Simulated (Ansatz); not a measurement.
This Ansatz (a first-principles code) input (MP2/aug-cc-pV(Q+d)Z) gives -290.47830 Eh with 227 basis functions. A basis named .json is the Basis Set Exchange file of that set (core-valence sets with the plain set on hydrogen).

Ansatz 0.2 input:
```yaml
crystal:
  periodic: [false, false, false]
  atoms:
    - {symbol: Si, position_ang: [0.00000000, 0.00000000, 0.00000000]}
    - {symbol: H, position_ang: [0.01222522, 1.46745298, -0.00876651]}
    - {symbol: H, position_ang: [1.26466648, -0.74421996, 0.01999757]}
    - {symbol: H, position_ang: [-1.27689170, -0.72323302, -0.01123105]}
basis:
  gaussian:
    orbitals: aug-cc-pV_Q+d_Z.json
total_charge: 1
magnetization: {spin_polarized: false}
correlation: {method: mp2, electrons: outside_noble_gas}
```

Change:
```diff
- orbitals: aug-cc-pV_Q+d_Z.json
+ orbitals: aug-pcseg-3
```

Problem. What does the run give now?

Solution. -290.47144 Eh (MP2/aug-pcseg-3, 236 functions), a change of +6.86 mEh.
